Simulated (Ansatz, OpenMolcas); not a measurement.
**A small benchmark: atomisation enthalpy at 298 K**

8 molecules with open shells; the atomisation enthalpy at 298 K in kJ/mol, computed less measured. Shapes, held fixed at every level: PBE0-D4/def2-TZVP. Flexible molecules stand in one conformer, not always the lowest. Thermal terms are harmonic and unscaled (PBE0-D4/def2-TZVP); the spin-orbit lowering of the free atoms is taken from their spectra. Programs: Ansatz 0.2.0, OpenMolcas 26.06. Measured values: Active Thermochemical Tables.

Levels: A = r2SCAN-D4/def2-TZVPP; B = B3LYP/6-31G* (spherical functions); C = wB97X-V/def2-TZVPP; D = MP2/def2-SVP.

```csv
molecule,from tabulated heats,A,B,C,D
N2H (dinitrogen monohydride),913,-2,+5,+25,-114
C2HO (ethynyloxy radical),1723,+45,+1,+1,-39
CH3 (methyl radical),1224,+15,+3,-5,-64
CH3O (SMILES [CH2]O),1636,+15,-23,0,-85
N2H3 (hydrazinyl radical),1374,+2,-5,+29,-154
C2H3O (acetyl radical),2347,+22,-4,+4,-63
C3H3 (cyclopropenyl radical),2318,+33,-7,+7,-53
C2H5O (SMILES CC[O]),2784,+28,+14,+14,-127
```

Sum up the errors.


```csv
level,kind,mean error,mean absolute error,worst case
r2SCAN-D4/def2-TZVPP,meta-GGA,+19.8,20.2,C2HO
B3LYP/6-31G* (spherical functions),global hybrid,-2.0,7.8,CH3O
wB97X-V/def2-TZVPP,range-separated hybrid,+9.4,10.6,N2H3
MP2/def2-SVP,perturbation theory,-87.4,87.4,N2H3
```

On this set B3LYP/6-31G* (spherical functions) has the smallest mean absolute error and MP2/def2-SVP the largest. r2SCAN-D4/def2-TZVPP is too high in 7 of 8; wB97X-V/def2-TZVPP is too high in 6 of 8; MP2/def2-SVP is too low in 8 of 8. Heats of the atoms come from ATcT where it has them. The levels differ in basis as well as in method. A functional in a double-zeta set wins here by errors that cancel. Correlated wave functions converge slowly with the basis. Spin contamination: N2H (⟨S²⟩ up to 0.85), C2HO (⟨S²⟩ up to 0.81). Open shells run unrestricted. The set is small.
